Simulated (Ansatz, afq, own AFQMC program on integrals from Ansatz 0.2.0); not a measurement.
# Where AFQMC and coupled cluster stand for SiC, triplet

```
atom   x (Å)   y (Å)   z (Å)
  Si  0.0000  0.0000  0.0000
   C  0.0000  0.0000  4.7130
```

Basis 6-31G. Noble-gas cores (and the filled d shells of Ga–Kr and In–Xe) are frozen. Integrals, coupled cluster, full CI and functionals: Ansatz 0.2.0; the random walks run on the same integrals in our own AFQMC program. ph-AFQMC/CISD is guided by a CISD state made of CCSD amplitudes; releasing the constraint for a short imaginary time cuts its bias at the price of noise, slowly where states lie close. Uncertainties: one standard error, sampling alone.

Determinant: ROHF, the one that the program's search chose, which needn't be the lowest solution. The geometry is a point of a scan.

Full CI is exact in this basis; its frozen core comes from its own orbitals, which moves totals by up to a few meV.

Cautions: a spin-contaminated unrestricted determinant lies lower (UHF 4.02 eV lower, ⟨S²⟩ 3.00); the search met a lower determinant of the same kind, perhaps of another symmetry (2.95 eV lower); strong correlation (T1 0.321, weight of the determinant 0.17, largest double 1.45); (T) is large, 12 % of the CCSD correlation; CCSD(T) is in doubt: among natural orbitals it converges to other amplitudes; the CCSDT(Q) amplitudes may be one of several solutions (largest double 1.11); the released energy hasn't reached full CI (92 meV above it at 2.40 1/Eh), so no released level is given (meV from the phaseless value at times in 1/Eh: -6 ± 9 at 0.24, -15 ± 7 at 0.51, -35 ± 8 at 0.99, -54 ± 12 at 1.62, -52 ± 13 at 2.40); full CI with its own frozen core; a state of higher spin lies lower (by 7 meV).

```
T1 diagnostic                               : 0.3212
weight of the determinant in the CISD state : 0.174
size of the correlated space                : 8 electrons in 16 orbitals
```

Reference: full CI, correlation energy -6.232 eV. The cautions show a poor starting determinant, so the rows tell how each method copes with it here, and full CI is the sure value.

```
        level  E − E(reference) (mEh)  share of correlation (%)
           HF                  229.03                      0.00
          MP2                   84.47                     63.12
         CCSD                    5.34                     97.67
      CCSD(T)                  -22.48                    109.82
        CCSDT                    0.38                     99.83
     CCSDT(Q)                   -0.02                    100.01
ph-AFQMC/CISD             5.27 ± 0.31                     97.70
```

CCSDT and higher add their correlation energy to the determinant of the CCSD(T) run, since their own runs factorise the integrals more tightly (a shift of under 2 meV).
